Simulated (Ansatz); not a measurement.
# AlH + CH4: a complex and its separated parts

Aim: how far the complex at one end of a reaction step lies below its separated, relaxed parts, level by level.

Program: Ansatz 0.2.0, Gaussian basis. Level of theory: PBE0-D4/def2-TZVP structures, single points in def2-TZVPP, no counterpoise correction. These are calculated values, not measurements.

Levels: SPW92, PBE-D4, BLYP-D4, r2SCAN-D4, B97M-V, PBE0-D4, B3LYP-D4, r2SCAN0-D4, BHLYP-D4, CAM-B3LYP-D4, wB97X-V, wB97M-V, B2PLYP, PBE-QIDH, RPA on PBE, Hartree-Fock, MP2, CCSD, CCSD(T).

Cores are frozen in the correlated methods. B3LYP uses VWN-RPA correlation. B2PLYP carries no dispersion term here.

56 further runs of the same task are left out: 56 set aside as unsound or not needed.

**1. The system as given**

The complex: 7 atoms, charge 0, spin multiplicity 1.

Atoms are counted from 1 here; the program's logs count them from 0.

Bond lengths: Al1–H4 1.667 Å, C2–H3 1.090 Å, C2–H5 1.090 Å, C2–H6 1.090 Å, C2–H7 1.093 Å. Angles: H3–C2–H5 109.3°, H3–C2–H6 109.4°, H3–C2–H7 110.4°, H5–C2–H6 109.3°, H5–C2–H7 108.2°, H6–C2–H7 110.4°.

Coordinates:

```
Al   -0.7086    1.3686    1.8723
C     0.5613   -0.4280   -0.6002
H     1.0320    0.5284   -0.8293
H    -2.0957    0.7893    1.1520
H     0.6309   -1.0812   -1.4703
H     1.0769   -0.8928    0.2405
H    -0.4968   -0.2844   -0.3650
```

Its parts: AlH holds atoms 1, 4; CH4 holds atoms 2, 3, 5, 6, 7. Each part counts its atoms afresh in its own runs.

**2. Relaxing AlH alone**

The input, relax-a/in.yaml:

```yaml
crystal:
  periodic: [false, false, false]
  atoms:
    - {symbol: Al, position_ang: [-0.708594, 1.368555, 1.872287]}
    - {symbol: H, position_ang: [-2.095710, 0.789292, 1.151964]}
basis:
  gaussian: {orbitals: def2-TZVP}
hamiltonian: {xc: pbe0, dispersion: d4}
relax: {f_tol: 0.005, max_steps: 200}
```

Launch:

```console
ansatz run in.yaml --threads 2 --pin off --events-out ev --progress --plain --max-ram 4352MiB
```

The log of the run, shortened:

```text
Functional definition: PBE0
  name "PBE0"
  cite "Adamo & Barone, J. Chem. Phys. 110, 6158 (1999) doi:10.1063/1.478522"
  cite "Perdew, Burke & Ernzerhof, Phys. Rev. Lett. 77, 3865 (1996) doi:10.1103/PhysRevLett.77.3865"
  parent pbe
[...]
323 factors; their error is unknown
[...]
mean field -6608.55461458 eV, -242.8599026465 hartree, gradient 2.1e-5 eV, S^2 0.000000; 0 other end points of the search recorded, 0 dependent functions left out
[...]
reference -6608.55463560 eV, -242.8599034192 hartree; 7, 7 occupied and 36, 36 virtual orbitals, 323 factors
relax step   1: F+E_penalty+E_count = -6608.56569329 eV  Δ(F+E_penalty+E_count) = +0.000e0 eV  max|allowed force component| = 1.641e-2 eV/Å  Δτ_max = 0.0000 Å  (21 SCF iters, accepted)
[...]
relax step   2: F+E_penalty+E_count = -6608.56571320 eV  Δ(F+E_penalty+E_count) = -1.992e-5 eV  max|allowed force component| = 1.931e-3 eV/Å  Δτ_max = 0.0009 Å  (17 SCF iters, accepted)
323 factors; their error is unknown
[...]
mean field -6608.55463696 eV, -242.8599034690 hartree, gradient 3.6e-5 eV, S^2 0.000000; 1 other end points of the search recorded, 0 dependent functions left out
[...]
reference -6608.55465798 eV, -242.8599042417 hartree; 7, 7 occupied and 36, 36 virtual orbitals, 323 factors
Total energy: -6608.56573423 eV, -242.8603112861 hartree
Atom 0 at    -0.709345     1.368241     1.871897 Å, force    -0.001931    -0.000806    -0.001003 eV/Å
Atom 1 at    -2.094959     0.789606     1.152354 Å, force     0.001931     0.000806     0.001003 eV/Å
Dipole moment:     0.015150     0.006327     0.007868 e Å
```

Run time: 0.65 s. Hardware: 2 threads of Intel Xeon Platinum 8375C at 2.90GHz, shared host.

Along the way:

| step | energy from step 1 (eV) | largest force component (eV/Å) |
| --- | --- | --- |
| 1 | 0.0000 | 0.0164 |
| 2 | 0.0000 | 0.0019 |

The bond:

```csv
bond,before (Å),after (Å),change (Å)
Al1–H2,1.667,1.665,-0.002
```

**3. Relaxing CH4 alone**

The input, relax-b/in.yaml:

```yaml
crystal:
  periodic: [false, false, false]
  atoms:
    - {symbol: C, position_ang: [0.561277, -0.427973, -0.600220]}
    - {symbol: H, position_ang: [1.031966, 0.528353, -0.829272]}
    - {symbol: H, position_ang: [0.630886, -1.081189, -1.470284]}
    - {symbol: H, position_ang: [1.076919, -0.892781, 0.240472]}
    - {symbol: H, position_ang: [-0.496845, -0.284356, -0.365047]}
basis:
  gaussian: {orbitals: def2-TZVP}
hamiltonian: {xc: pbe0, dispersion: d4}
relax: {f_tol: 0.005, max_steps: 200}
```

Launch:

```console
ansatz run in.yaml --threads 2 --pin off --events-out ev --progress --plain --max-ram 4352MiB
```

The log of the run, shortened:

```text
[... 5 set-up lines as earlier in the session ...]
[...]
356 factors; their error is unknown
[...]
mean field -1101.35441827 eV, -40.4740283464 hartree, gradient 5.9e-5 eV, S^2 0.000000; 0 other end points of the search recorded, 0 dependent functions left out
[...]
Atom 1 at     1.025110     0.528417    -0.828948 Å, force    -0.000088     0.000020     0.000067 eV/Å
Atom 2 at     0.637425    -1.083851    -1.474366 Å, force     0.000118     0.000159     0.000198 eV/Å
Atom 3 at     1.069999    -0.892648     0.241032 Å, force    -0.000089     0.000061     0.000041 eV/Å
Atom 4 at    -0.489175    -0.278286    -0.357213 Å, force     0.000299     0.000121     0.000145 eV/Å
Dipole moment:    -0.000000    -0.000003    -0.000004 e Å
```

It took 1.1 s on 2 threads of Intel Xeon Platinum 8375C at 2.90GHz, shared host.

Along the way:

```csv
step,energy from step 1 (eV),largest force component (eV/Å)
1,0.0000,0.1585
2,-0.0018,0.0405
3,-0.0020,0.0004
```

Close pairs (by a distance rule), those that changed most:

```
 bond  before (Å)  after (Å)  change (Å)
C1–H5       1.093      1.090      -0.004
C1–H4       1.090      1.090      -0.001
C1–H2       1.090      1.090      -0.001
C1–H3       1.090      1.090      -0.001
```

**4. SPW92/def2-TZVPP**

The input, parta/in.yaml:

```yaml
crystal:
  periodic: [false, false, false]
  atoms:
    - {symbol: Al, position_ang: [-0.709345, 1.368241, 1.871897]}
    - {symbol: H, position_ang: [-2.094959, 0.789606, 1.152354]}
basis:
  gaussian: {orbitals: def2-TZVPP}
hamiltonian: {xc: lda}
```

The input, partb/in.yaml:

```yaml
crystal:
  periodic: [false, false, false]
  atoms:
    - {symbol: C, position_ang: [0.560844, -0.431578, -0.604856]}
    - {symbol: H, position_ang: [1.025110, 0.528417, -0.828948]}
    - {symbol: H, position_ang: [0.637425, -1.083851, -1.474366]}
    - {symbol: H, position_ang: [1.069999, -0.892648, 0.241032]}
    - {symbol: H, position_ang: [-0.489175, -0.278286, -0.357213]}
basis:
  gaussian: {orbitals: def2-TZVPP}
hamiltonian: {xc: lda}
```

One command serves all of them, each in its own folder.

Launch:

```console
ansatz run in.yaml --threads 2 --pin off --events-out ev --progress --plain --max-ram 4352MiB
```

Output in parta, shortened:

```text
Functional definition: SPW92
  name "SPW92"
  cite "Dirac, Proc. Camb. Phil. Soc. 26, 376 (1930) doi:10.1017/S0305004100016108"
  cite "Slater, Phys. Rev. 81, 385 (1951) doi:10.1103/PhysRev.81.385"
  cite "Perdew & Wang, Phys. Rev. B 45, 13244 (1992) doi:10.1103/PhysRevB.45.13244"
[...]
328 factors; their error is unknown
[...]
mean field -6582.67598258 eV, -241.9088804616 hartree, gradient 1.3e-5 eV, S^2 0.000000; 0 other end points of the search recorded, 0 dependent functions left out
reference -6582.67600890 eV, -241.9088814290 hartree; 7, 7 occupied and 49, 49 virtual orbitals, 328 factors
Total energy: -6582.67600890 eV, -241.9088814290 hartree
```

Output in partb, shortened:

```text
[... 5 set-up lines as earlier in the session ...]
[...]
416 factors; their error is unknown
[...]
mean field -1091.60443618 eV, -40.1157231135 hartree, gradient 4.1e-5 eV, S^2 0.000000; 0 other end points of the search recorded, 0 dependent functions left out
reference -1091.60446217 eV, -40.1157240688 hartree; 5, 5 occupied and 82, 82 virtual orbitals, 416 factors
Total energy: -1091.60446217 eV, -40.1157240688 hartree
```

Wall times: 0.15 s (parta), 0.2 s (partb) on 2 threads of Intel Xeon Platinum 8375C at 2.90GHz, shared host.

**5. PBE-D4/def2-TZVPP**

The same edit goes into each in.yaml of step 4 (parta, partb):

```diff
-hamiltonian: {xc: lda}
+hamiltonian: {xc: pbe, dispersion: d4}
```

Each run has its own folder and the same command.

Launch:

```console
ansatz run in.yaml --threads 2 --pin off --events-out ev --progress --plain --max-ram 4352MiB
```

parta printed, shortened:

```text
Functional definition: PBE
  name "PBE"
[... 2 set-up lines as earlier in the session ...]
[...]
328 factors; their error is unknown
[...]
mean field -6607.95382262 eV, -242.8378239493 hartree, gradient 1.7e-5 eV, S^2 0.000000; 0 other end points of the search recorded, 0 dependent functions left out
reference -6607.95385057 eV, -242.8378249764 hartree; 7, 7 occupied and 49, 49 virtual orbitals, 328 factors
Total energy: -6607.96737845 eV, -242.8383221170 hartree
```

Output in partb, shortened:

```text
[... 4 set-up lines as earlier in the session ...]
[...]
416 factors; their error is unknown
[...]
mean field -1101.08957257 eV, -40.4642954467 hartree, gradient 1.1e-5 eV, S^2 0.000000; 0 other end points of the search recorded, 0 dependent functions left out
reference -1101.08960077 eV, -40.4642964831 hartree; 5, 5 occupied and 82, 82 virtual orbitals, 416 factors
Total energy: -1101.11337144 eV, -40.4651700389 hartree
```

Times: 0.2 s (parta), 0.3 s (partb) on 2 threads of Intel Xeon Platinum 8375C at 2.90GHz, shared host.

**6. BLYP-D4/def2-TZVPP**

The same edit goes into each in.yaml of step 5 (parta, partb):

```diff
-hamiltonian: {xc: pbe, dispersion: d4}
+hamiltonian: {xc: {name: BLYP}, dispersion: d4}
```

Each run has its own folder and the same command.

Launch:

```console
ansatz run in.yaml --threads 2 --pin off --events-out ev --progress --plain --max-ram 4352MiB
```

Output in parta, shortened:

```text
Functional definition: BLYP
  name "BLYP"
  cite "Becke, Phys. Rev. A 38, 3098 (1988) doi:10.1103/PhysRevA.38.3098"
  cite "Lee, Yang & Parr, Phys. Rev. B 37, 785 (1988) doi:10.1103/PhysRevB.37.785"
[...]
328 factors; their error is unknown
[...]
mean field -6612.02354722 eV, -242.9873835699 hartree, gradient 2.3e-5 eV, S^2 0.000000; 0 other end points of the search recorded, 0 dependent functions left out
reference -6612.02377814 eV, -242.9873920560 hartree; 7, 7 occupied and 49, 49 virtual orbitals, 328 factors
Total energy: -6612.05512201 eV, -242.9885439218 hartree
```

Log of partb, shortened:

```text
[... 4 set-up lines as earlier in the session ...]
[...]
416 factors; their error is unknown
[...]
mean field -1102.10482425 eV, -40.5016052578 hartree, gradient 2.9e-5 eV, S^2 0.000000; 0 other end points of the search recorded, 0 dependent functions left out
reference -1102.10507701 eV, -40.5016145465 hartree; 5, 5 occupied and 82, 82 virtual orbitals, 416 factors
Total energy: -1102.16219357 eV, -40.5037135414 hartree
```

Times: 0.2 s (parta), 0.35 s (partb) on 2 threads of Intel Xeon Platinum 8375C at 2.90GHz, shared host.

**7. r2SCAN-D4/def2-TZVPP**

The same edit goes into each in.yaml of step 6 (parta, partb):

```diff
-hamiltonian: {xc: {name: BLYP}, dispersion: d4}
+hamiltonian: {xc: r2scan, dispersion: d4}
```

One command serves all of them, each in its own folder.

Launch:

```console
ansatz run in.yaml --threads 2 --pin off --events-out ev --progress --plain --max-ram 4352MiB
```

parta printed, shortened:

```text
Functional definition: r2SCAN
  name "r2SCAN"
  cite "Furness, Kaplan, Ning, Perdew & Sun, J. Phys. Chem. Lett. 11, 8208 (2020) doi:10.1021/acs.jpclett.0c02405"
  cite "Furness, Kaplan, Ning, Perdew & Sun, J. Phys. Chem. Lett. 11, 9248 (2020) doi:10.1021/acs.jpclett.0c03077"
  parent r2scan
[...]
328 factors; their error is unknown
[...]
mean field -6610.78004982 eV, -242.9416858831 hartree, gradient 1.2e-5 eV, S^2 0.000000; 0 other end points of the search recorded, 0 dependent functions left out
reference -6610.78005838 eV, -242.9416861976 hartree; 7, 7 occupied and 49, 49 virtual orbitals, 328 factors
Total energy: -6610.78285479 eV, -242.9417889641 hartree
```

partb printed, shortened:

```text
[... 5 set-up lines as earlier in the session ...]
[...]
416 factors; their error is unknown
[...]
mean field -1102.08488405 eV, -40.5008724689 hartree, gradient 6.0e-5 eV, S^2 0.000000; 0 other end points of the search recorded, 0 dependent functions left out
reference -1102.08489216 eV, -40.5008727667 hartree; 5, 5 occupied and 82, 82 virtual orbitals, 416 factors
Total energy: -1102.09054222 eV, -40.5010804028 hartree
```

Wall times: 0.45 s (parta), 0.6 s (partb) on 2 threads of Intel Xeon Platinum 8375C at 2.90GHz, shared host.

**8. B97M-V/def2-TZVPP**

Each input of step 7 (parta, partb) changes in the same lines:

```diff
-hamiltonian: {xc: r2scan, dispersion: d4}
+hamiltonian: {xc: {name: B97M-V}}
```

One command serves all of them, each in its own folder.

Launch:

```console
ansatz run in.yaml --threads 2 --pin off --events-out ev --progress --plain --max-ram 4352MiB
```

Output in parta, shortened:

```text
Functional definition: B97M-V
  name "B97M-V"
  cite "Mardirossian & Head-Gordon, J. Chem. Phys. 142, 074111 (2015) doi:10.1063/1.4907719"
  cite "Becke, J. Chem. Phys. 107, 8554 (1997) doi:10.1063/1.475007"
  cite "Vydrov & Van Voorhis, J. Chem. Phys. 133, 244103 (2010) doi:10.1063/1.3521275"
  # Of w^i u^j: cxij and so on, Table III.
[...]
  gx(w, u) = cx00 + cx01*u + cx02*u^2 + (cx10 + cx11*u)*w
[...]
  gos(w, u) = cos00 + cos01*u + cos03*u^3 + cos10*w + cos32*w^3*u^2
[...]
      + integral(e_c_pw_mod_opposite_spin*gos(b97_w_opposite, b97_u_opposite)) + vv10(b, c)
328 factors; their error is unknown
[...]
mean field -6610.28419106 eV, -242.9234634100 hartree, gradient 5.2e-5 eV, S^2 0.000000; 0 other end points of the search recorded, 0 dependent functions left out
reference -6610.28423222 eV, -242.9234649224 hartree; 7, 7 occupied and 49, 49 virtual orbitals, 328 factors
Total energy: -6610.28423222 eV, -242.9234649224 hartree
```

partb printed, shortened:

```text
[... 5 set-up lines as earlier in the session ...]
  # Of w^i u^j: cxij and so on, Table III.
[...]
  gx(w, u) = cx00 + cx01*u + cx02*u^2 + (cx10 + cx11*u)*w
[...]
  gos(w, u) = cos00 + cos01*u + cos03*u^3 + cos10*w + cos32*w^3*u^2
[...]
      + integral(e_c_pw_mod_opposite_spin*gos(b97_w_opposite, b97_u_opposite)) + vv10(b, c)
416 factors; their error is unknown
[...]
mean field -1102.89599564 eV, -40.5306802699 hartree, gradient 3.1e-5 eV, S^2 0.000000; 0 other end points of the search recorded, 0 dependent functions left out
reference -1102.89603554 eV, -40.5306817362 hartree; 5, 5 occupied and 82, 82 virtual orbitals, 416 factors
Total energy: -1102.89603554 eV, -40.5306817362 hartree
```

Times: 0.65 s (parta), 1.2 s (partb) on 2 threads of Intel Xeon Platinum 8375C at 2.90GHz, shared host.

**9. PBE0-D4/def2-TZVPP**

The same edit goes into each in.yaml of step 8 (parta, partb):

```diff
-hamiltonian: {xc: {name: B97M-V}}
+hamiltonian: {xc: pbe0, dispersion: d4}
+output: {orbitals: {seedname: orbitals}}
```

Each run has its own folder and the same command.

Launch:

```console
ansatz run in.yaml --threads 2 --pin off --events-out ev --progress --plain --max-ram 4352MiB
```

Output in parta, shortened:

```text
[... 5 set-up lines as earlier in the session ...]
[...]
359 factors; their error is unknown
[...]
mean field -6608.55861138 eV, -242.8600495261 hartree, gradient 5.4e-6 eV, S^2 0.000000; 0 other end points of the search recorded, 0 dependent functions left out
reference -6608.55863238 eV, -242.8600502979 hartree; 7, 7 occupied and 49, 49 virtual orbitals, 359 factors
Total energy: -6608.56970862 eV, -242.8604573423 hartree
```

partb printed, shortened:

```text
[... 5 set-up lines as earlier in the session ...]
[...]
416 factors; their error is unknown
[...]
mean field -1101.39210610 eV, -40.4754133487 hartree, gradient 2.2e-5 eV, S^2 0.000000; 0 other end points of the search recorded, 0 dependent functions left out
reference -1101.39212682 eV, -40.4754141103 hartree; 5, 5 occupied and 82, 82 virtual orbitals, 416 factors
Total energy: -1101.41121702 eV, -40.4761156620 hartree
```

Wall times: 0.4 s (parta), 0.35 s (partb) on 2 threads of Intel Xeon Platinum 8375C at 2.90GHz, shared host.

**10. B3LYP-D4/def2-TZVPP**

The same edit goes into each in.yaml of step 9 (parta, partb):

```diff
-hamiltonian: {xc: pbe0, dispersion: d4}
-output: {orbitals: {seedname: orbitals}}
+hamiltonian: {xc: {name: B3LYP}, dispersion: d4}
```

One command serves all of them, each in its own folder.

Launch:

```console
ansatz run in.yaml --threads 2 --pin off --events-out ev --progress --plain --max-ram 4352MiB
```

Log of parta, shortened:

```text
Functional definition: B3LYP
  name "B3LYP"
  cite "Stephens, Devlin, Chabalowski & Frisch, J. Phys. Chem. 98, 11623 (1994) doi:10.1021/j100096a001"
[... 2 set-up lines as earlier in the session ...]
  cite "Vosko, Wilk & Nusair, Can. J. Phys. 58, 1200 (1980) doi:10.1139/p80-159"
[...]
352 factors; their error is unknown
[...]
mean field -6612.53387141 eV, -243.0061376377 hartree, gradient 1.1e-5 eV, S^2 0.000000; 0 other end points of the search recorded, 0 dependent functions left out
reference -6612.53404444 eV, -243.0061439966 hartree; 7, 7 occupied and 49, 49 virtual orbitals, 352 factors
Total energy: -6612.55645876 eV, -243.0069677077 hartree
```

partb printed, shortened:

```text
[... 6 set-up lines as earlier in the session ...]
[...]
416 factors; their error is unknown
[...]
mean field -1103.12534555 eV, -40.5391087239 hartree, gradient 2.7e-5 eV, S^2 0.000000; 0 other end points of the search recorded, 0 dependent functions left out
reference -1103.12553128 eV, -40.5391155493 hartree; 5, 5 occupied and 82, 82 virtual orbitals, 416 factors
Total energy: -1103.16334294 eV, -40.5405051022 hartree
```

They took 0.45 s (parta), 0.4 s (partb) on 2 threads of Intel Xeon Platinum 8375C at 2.90GHz, shared host.

**11. r2SCAN0-D4/def2-TZVPP**

The same edit goes into each in.yaml of step 10 (parta, partb):

```diff
-hamiltonian: {xc: {name: B3LYP}, dispersion: d4}
+hamiltonian: {xc: {name: r2SCAN0}, dispersion: d4}
```

Each run has its own folder and the same command.

Launch:

```console
ansatz run in.yaml --threads 2 --pin off --events-out ev --progress --plain --max-ram 4352MiB
```

Log of parta, shortened:

```text
Functional definition: r2SCAN0
  name "r2SCAN0"
  cite "Bursch, Neugebauer, Ehlert & Grimme, J. Chem. Phys. 156, 134105 (2022) doi:10.1063/5.0086040"
[... 3 set-up lines as earlier in the session ...]
[...]
359 factors; their error is unknown
[...]
mean field -6610.68526198 eV, -242.9382024944 hartree, gradient 6.8e-6 eV, S^2 0.000000; 0 other end points of the search recorded, 0 dependent functions left out
reference -6610.68526879 eV, -242.9382027445 hartree; 7, 7 occupied and 49, 49 virtual orbitals, 359 factors
Total energy: -6610.68863719 eV, -242.9383265311 hartree
```

partb printed, shortened:

```text
[... 6 set-up lines as earlier in the session ...]
[...]
416 factors; their error is unknown
[...]
mean field -1102.01584595 eV, -40.4983353656 hartree, gradient 5.7e-5 eV, S^2 0.000000; 0 other end points of the search recorded, 0 dependent functions left out
reference -1102.01585239 eV, -40.4983356020 hartree; 5, 5 occupied and 82, 82 virtual orbitals, 416 factors
Total energy: -1102.02212731 eV, -40.4985662011 hartree
```

They took 0.65 s (parta), 0.65 s (partb) on 2 threads of Intel Xeon Platinum 8375C at 2.90GHz, shared host.

**12. BHLYP-D4/def2-TZVPP**

The same edit goes into each in.yaml of step 11 (parta, partb):

```diff
-hamiltonian: {xc: {name: r2SCAN0}, dispersion: d4}
+hamiltonian: {xc: {name: BHLYP}, dispersion: d4}
```

The same command starts each run, in its folder.

Launch:

```console
ansatz run in.yaml --threads 2 --pin off --events-out ev --progress --plain --max-ram 4352MiB
```

Log of parta, shortened:

```text
Functional definition: BHLYP
  name "BHLYP"
  cite "Becke, J. Chem. Phys. 98, 1372 (1993) doi:10.1063/1.464304"
[... 2 set-up lines as earlier in the session ...]
[...]
364 factors; their error is unknown
[...]
mean field -6611.88636772 eV, -242.9823423160 hartree, gradient 2.8e-5 eV, S^2 0.000000; 0 other end points of the search recorded, 0 dependent functions left out
reference -6611.88648484 eV, -242.9823466204 hartree; 7, 7 occupied and 49, 49 virtual orbitals, 364 factors
Total energy: -6611.90356334 eV, -242.9829742437 hartree
```

Log of partb, shortened:

```text
[... 5 set-up lines as earlier in the session ...]
[...]
457 factors; their error is unknown
[...]
mean field -1102.12974337 eV, -40.5025210184 hartree, gradient 7.7e-5 eV, S^2 0.000000; 0 other end points of the search recorded, 0 dependent functions left out
reference -1102.12986813 eV, -40.5025256035 hartree; 5, 5 occupied and 82, 82 virtual orbitals, 457 factors
Total energy: -1102.15262887 eV, -40.5033620453 hartree
```

Times: 0.3 s (parta), 0.35 s (partb) on 2 threads of Intel Xeon Platinum 8375C at 2.90GHz, shared host.

**13. CAM-B3LYP-D4/def2-TZVPP**

Each input of step 12 (parta, partb) changes in the same lines:

```diff
-hamiltonian: {xc: {name: BHLYP}, dispersion: d4}
+hamiltonian: {xc: {name: CAM-B3LYP}, dispersion: d4}
```

One command serves all of them, each in its own folder.

Launch:

```console
ansatz run in.yaml --threads 2 --pin off --events-out ev --progress --plain --max-ram 4352MiB
```

Output in parta, shortened:

```text
Functional definition: CAM-B3LYP
  name "CAM-B3LYP"
  cite "Yanai, Tew & Handy, Chem. Phys. Lett. 393, 51 (2004) doi:10.1016/j.cplett.2004.06.011"
  cite "Iikura, Tsuneda, Yanai & Hirao, J. Chem. Phys. 115, 3540 (2001) doi:10.1063/1.1383587"
[... 2 set-up lines as earlier in the session ...]
[...]
  # Exact exchange under (alpha + beta erf(omega r))/r, Becke's under what is left of 1/r.
[...]
347 factors; their error is unknown
93 factors; integrals over basis functions are off by at most 1.1e-4 eV
[...]
mean field -6611.90266272 eV, -242.9829411465 hartree, gradient 6.6e-5 eV, S^2 0.000000; 0 other end points of the search recorded, 0 dependent functions left out
reference -6611.90274707 eV, -242.9829442461 hartree; 7, 7 occupied and 49, 49 virtual orbitals, 347 factors
Total energy: -6611.91389585 eV, -242.9833539561 hartree
```

partb printed, shortened:

```text
[... 6 set-up lines as earlier in the session ...]
[...]
  # Exact exchange under (alpha + beta erf(omega r))/r, Becke's under what is left of 1/r.
[...]
416 factors; their error is unknown
123 factors; integrals over basis functions are off by at most 4.2e-6 eV
[...]
mean field -1102.19258288 eV, -40.5048303278 hartree, gradient 1.3e-5 eV, S^2 0.000000; 0 other end points of the search recorded, 0 dependent functions left out
reference -1102.19267413 eV, -40.5048336813 hartree; 5, 5 occupied and 82, 82 virtual orbitals, 416 factors
Total energy: -1102.21100653 eV, -40.5055073846 hartree
```

They took 0.45 s (parta), 0.5 s (partb) on 2 threads of Intel Xeon Platinum 8375C at 2.90GHz, shared host.

(Part 1 of 2 ends here.)
